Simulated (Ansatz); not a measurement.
HfO₂, treated with LDA in Ansatz (PAW).

Run with plane-wave cutoff 520 eV, 8×8×8 k mesh, Fermi–Dirac smearing 0.01 eV, scalar-relativistic PAW data made under PBE.

Starting structure:

```
HfO2
1.0
    5.11800     0.00000     0.00000
    0.00000     5.18570     0.00000
   -0.85866     0.00000     5.21387
Hf O
4 8
Cartesian
  3.02793   4.97983   4.12938
  0.80208   2.38698   3.69142
  1.23141   0.20587   1.08448
  3.45726   2.79872   1.52245
  2.37513   1.25442   2.71069
  1.45487   3.84727   5.11011
  1.88420   3.93128   2.50318
  2.80447   1.33843   0.10376
  4.17728   3.46612   3.40622
 -0.34727   0.87327   4.41458
  0.08206   1.71958   1.80765
  4.60661   4.31243   0.79929
```

Problem. Into what structure does the relaxation of cell and atoms lead at this level, with the symmetry of the start kept?

Solution. The volume decreases by 3.6 %; final space group P2_1/c.
```
HfO2
1.0
    5.04756     0.00000    -0.01032
    0.00000     5.14016     0.00000
   -0.85736     0.00000     5.14406
Hf O
4 8
Direct
  0.72220   0.95725   0.79170
  0.27780   0.45725   0.70830
  0.27780   0.04275   0.20830
  0.72220   0.54275   0.29170
  0.55369   0.24149   0.51865
  0.44631   0.74149   0.98135
  0.44631   0.75851   0.48135
  0.55369   0.25851   0.01865
  0.92707   0.65909   0.66228
  0.07293   0.15909   0.83772
  0.07293   0.34091   0.33772
  0.92707   0.84091   0.16228
```

Note: the relaxation could not lower the start's symmetry, so the cell can be a saddle point above a distorted one.

Ansatz is a first-principles code.
